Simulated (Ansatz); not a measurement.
Two shapes of singlet C6H4.

Shape 1:

```xyz
10

C    -0.0483    0.6151   -1.2219
C     0.0067   -0.6392   -1.1825
C    -0.0221    1.4597   -0.0852
C     0.0179   -1.4137   -0.1240
C     0.0271    0.6788    1.0137
C     0.0156   -0.7219    1.0922
H     0.0344    2.5305   -0.1409
H    -0.0056   -2.5335   -0.1249
H     0.0326    1.2267    1.9694
H     0.0149   -1.1793    2.0286
```

Shape 2:

```xyz
10

C     0.0333    0.5896   -1.2277
C     0.0380   -0.6005   -1.2147
C     0.0022    1.5017   -0.1030
C     0.0137   -1.4273   -0.1666
C    -0.0255    0.7116    1.0126
C     0.0487   -0.6997    1.0437
H     0.0099    2.6001   -0.1481
H     0.0429   -2.5574   -0.1558
H    -0.0295    1.2354    2.0535
H     0.0173   -1.1829    2.0172
```

Basis set: cc-pVDZ (spherical functions). Left uncorrelated: 6 orbitals. Charge 0, multiplicity 1.

Computed with Ansatz (development build ahead of 0.2.0); each method stands on the lowest determinant of its kind that the runs found.

(1) Which shape is lower in energy, and by how much in each method?

Answers

(1)

| method | E(2) − E(1) (eV) |
| --- | --- |
| RHF | 0.018 |
| RHF-MP2 | 0.165 |

Shape 1 is lower. Caution: in another basis set an unrestricted determinant lies well below.
